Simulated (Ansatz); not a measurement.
# C6H6: geometry optimisation in Python

What geometry does C6H6 take? Aim: a geometry optimisation, for C6H6, run from a script. SMILES: C=C1C=CC=C1.

Program: Ansatz 0.2.0, driven from Python. Level of theory: CAM-B3LYP/cc-pVDZ. These are calculated values, not measurements.

### 1 Starting point

Bond lengths: C1–C2 1.335 Å, C2–C3 1.447 Å, C3–C4 1.343 Å, C4–C5 1.451 Å, C2–C6 1.447 Å, C5–C6 1.343 Å, C1–H7 1.085 Å, C1–H8 1.085 Å, C3–H9 1.077 Å, C4–H10 1.079 Å, C5–H11 1.079 Å, C6–H12 1.077 Å. Angles (14 of 18 angles, heavy atoms first): C1–C2–C3 125.9°, C1–C2–C6 125.9°, C3–C2–C6 108.1°, C2–C3–C4 106.5°, C3–C4–C5 109.4°, C4–C5–C6 109.4°, C2–C6–C5 106.5°, C2–C1–H7 121.3°, C2–C1–H8 121.3°, C2–C3–H9 126.2°, C4–C3–H9 127.2°, C3–C4–H10 126.4°, C5–C4–H10 124.2°, C4–C5–H11 124.2°.

The script holds or builds the structure itself.

### 2 The script

Input file c6h6_opt.py:

```python
'''Relax the C6H6 molecule.'''

import itertools

import ansatz as az
from ase.data import atomic_numbers, covalent_radii
import numpy as np
import pandas as pd

BASIS_SET = 'cc-pVDZ'
XC = 'CAM-B3LYP'

geometry_ang = [
    ('C', (1.9293, -0.0361, 0.4835)),
    ('C', (0.6349, -0.0119, 0.1591)),
    ('C', (-0.2294, -1.1652, 0.0264)),
    ('C', (-1.4424, -0.6972, -0.3095)),
    ('C', (-1.3924, 0.7503, -0.4009)),
    ('C', (-0.1486, 1.1722, -0.1212)),
    ('H', (2.5084, 0.8778, 0.5623)),
    ('H', (2.4445, -0.9706, 0.679)),
    ('H', (0.0548, -2.1943, 0.1711)),
    ('H', (-2.3285, -1.2862, -0.4881)),
    ('H', (-2.2366, 1.3717, -0.656)),
    ('H', (0.2063, 2.1894, -0.1057)),
]
geometry = az.Crystal.molecule()
for symbol, xyz in geometry_ang:
    geometry = geometry.atom(symbol, xyz)

calc = geometry.calculation()
calc = calc.basis(gaussian=BASIS_SET)
calc = calc.functional(XC)
symbols = [site.symbol for site in geometry.cartesian_sites]
start = np.array([site.position_ang for site in geometry.cartesian_sites], dtype=float)
r = calc.relax(force_tolerance=0.005).run(threads=1).report
end = np.array(r['positions_ang'])

print(f'E = {r["free_energy_ev"]:.6f} eV = {r["free_energy_ev"] / 27.211386246:.7f} Ha')
print('converged:', r['converged'], ' doubts:', r['published_state_doubts'] or 'none')

# pairs closer than 1.2 times the sum of covalent radii, before or after
radius = [covalent_radii[atomic_numbers[s]] for s in symbols]
span = lambda where, i, j: np.linalg.norm(where[i] - where[j])
bonded = [(i, j) for i, j in itertools.combinations(range(len(symbols)), 2) if min(span(start, i, j), span(end, i, j)) < 1.2 * (radius[i] + radius[j])]
print('pair        before    after (A)')
for i, j in bonded:
    print(f'{symbols[i]}{i}-{symbols[j]}{j}'.ljust(10), f'{span(start, i, j):8.4f} {span(end, i, j):8.4f}')

charges = r['charge_distribution']
table = pd.DataFrame({'atom': symbols, 'mulliken': charges['mulliken_charges_e'], 'lowdin': charges['lowdin_charges_e']})
print(table.round(3).to_string())
print('dipole (e A):', np.round(charges['dipole_moment_e_ang'], 4) + 0.0)
with open('c6h6_opt.xyz', 'w') as handle:
    handle.write(f'{len(symbols)}\nrelaxed C6H6\n')
    handle.writelines(f'{s:2s} {x:11.6f} {y:11.6f} {z:11.6f}\n' for s, (x, y, z) in zip(symbols, end))
```

### 3 The calls as engine input

The package turns the script's settings into the engine's input:

```yaml
crystal:
  periodic: [false, false, false]
  atoms:
    - { symbol: C, position_ang: [1.9293, -0.0361, 0.4835] }
    - { symbol: C, position_ang: [0.6349, -0.0119, 0.1591] }
    - { symbol: C, position_ang: [-0.2294, -1.1652, 0.0264] }
    - { symbol: C, position_ang: [-1.4424, -0.6972, -0.3095] }
    - { symbol: C, position_ang: [-1.3924, 0.7503, -0.4009] }
    - { symbol: C, position_ang: [-0.1486, 1.1722, -0.1212] }
    - { symbol: H, position_ang: [2.5084, 0.8778, 0.5623] }
    - { symbol: H, position_ang: [2.4445, -0.9706, 0.679] }
    - { symbol: H, position_ang: [0.0548, -2.1943, 0.1711] }
    - { symbol: H, position_ang: [-2.3285, -1.2862, -0.4881] }
    - { symbol: H, position_ang: [-2.2366, 1.3717, -0.656] }
    - { symbol: H, position_ang: [0.2063, 2.1894, -0.1057] }
basis:
  gaussian:
    orbitals: cc-pVDZ
hamiltonian:
  xc: cam_b3lyp
relax:
  f_tol: 0.005
```

### 4 Running it

Command:

```console
$ python c6h6_opt.py
```

**Question.** What results will this script give? Wanted: total energy; dipole moment; moves of the relaxation; energy gained; last largest force component.

As calculated:

| quantity | value |
| --- | --- |
| total energy | -6314.6825 eV |
| dipole moment | 0.54 D |
| moves of the relaxation | 6 |
| energy gained | 0.064 eV |
| last largest force component | 0.0016 eV/Å |

**Reading.** The relaxation took 6 moves; the largest shift is 0.035 Å. Caveats:
- The end point is the stationary point reached from this start; no frequency run checks that it is a minimum, and the basis set is modest.
- The Löwdin charges here are taken after orthogonalising the functions within each atom; they differ from plain Löwdin charges, and their signs can be unphysical.
